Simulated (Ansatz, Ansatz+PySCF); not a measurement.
```xyz
12

C     0.0209    0.0062   -0.7137
C    -0.0247    0.0289    0.6400
C    -0.0029    1.1801   -1.5065
C     0.0360   -1.2361    1.4942
H    -0.0209   -0.9732   -1.1501
H     0.0053    0.9537    1.1447
H     0.0182    2.1851   -0.9498
H     0.9290    1.2483   -2.2077
H    -0.9126    1.2807   -2.2160
H     0.0024   -2.1623    0.8772
H     0.8624   -1.2060    2.1889
H    -0.9014   -1.2059    2.1972
```

RHF on singlet C₄H₈ was run in several spherical basis sets with Ansatz (development build ahead of 0.2.0).

**Question.** Rank the basis sets by the total energy that they give, lowest first, with the distance from the lowest.
A. def2-TZVP
B. cc-pVDZ
C. 6-31G
D. def2-SVP
E. 6-31G(d)

**Answer.** A (0.00 eV), B (1.20 eV), E (1.65 eV), C (3.24 eV), D (4.55 eV).

Totals follow the description of the cores as much as that of the bonds, so this order isn't one of quality for chemistry.
